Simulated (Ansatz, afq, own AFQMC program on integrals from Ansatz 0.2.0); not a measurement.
**C2H4Br2Si, singlet → C2H4Br2Si, triplet**

```xyz
9

C     0.1515    0.7413    1.4336
C    -0.4455   -0.1122    0.5933
Si    0.1778   -0.3655   -1.1321
Br    0.7511   -2.4937   -1.4308
Br   -1.4092    0.1563   -2.6006
H     1.0311    1.3266    1.1416
H    -0.2112    0.8960    2.4558
H    -1.3237   -0.6777    0.9281
H     1.3666    0.4827   -1.4059
```

E(triplet, charge +0) − E(singlet, charge +0) at this geometry, on RHF and UHF determinants.

Basis def2-SVP. Only valence electrons are correlated. Integrals, coupled cluster, full CI and functionals: Ansatz 0.2.0; the random walks run on the same integrals in our own AFQMC program. The CISD trial takes its coefficients from CCSD amplitudes. Released means that phaseless walkers are propagated on without the constraint, phases kept. Uncertainties: one standard error, sampling alone. No spin–orbit coupling. The errors of all members are added in quadrature.

No full CI on the walks' own integrals is used here. The released AFQMC energy serves as the reference, which it does only where one determinant dominates, the energy is flat over the last release times and near the phaseless one (40 meV or 2 meV an electron, half that with transition metals). On small molecules, where full CI could be run and the noise was under 10 meV, such values lay within 10 meV of it in 19 cases of 20, a flattering rate, since the rule was set on those same cases; what remains of the bias isn't in the error bar. Each member takes its own surest rung, up to full CI.

Errors are counted within def2-SVP, not against nature.

Cautions: inner d shell frozen; no relativity below Rb; no spin-orbit coupling; C₂H₄Br₂Si (singlet): the released value is read at 0.90 1/Eh with a noise of 12 meV, more than in the cases checked (meV from the phaseless value at times in 1/Eh: 0 ± 13 at 0.21, 11 ± 10 at 0.42, 25 ± 12 at 0.63, 3 ± 12 at 0.90); C₂H₄Br₂Si (triplet): another spin lies lower, the released value is read at 0.90 1/Eh with a noise of 15 meV, more than in the cases checked (meV from the phaseless value at times in 1/Eh: -10 ± 13 at 0.21, -5 ± 12 at 0.42, -14 ± 9 at 0.63, -6 ± 15 at 0.90); core correlation is missing, and it shifts such a gap most where an s electron is promoted.

Reference (AFQMC with the constraint released): 4.386 ± 0.019 eV.

| level | vertical spin gap (eV) | error against released AFQMC (eV) |
| --- | --- | --- |
| HF | 3.262 | -1.123 ± 0.019 |
| MP2 | 4.510 | 0.124 ± 0.019 |
| CCSD | 4.289 | -0.097 ± 0.019 |
| CCSD(T) | 4.412 | 0.026 ± 0.019 |
| ph-AFQMC/CISD | 4.395 ± 0.013 | 0.009 ± 0.023 |

Correlation beyond CCSD(T) changes it by less than twice the noise. The perturbative (T) step is worth +0.123 eV.

Released energies are given only where the last usable release times agree within the noise; a slower fall can still hide under it.
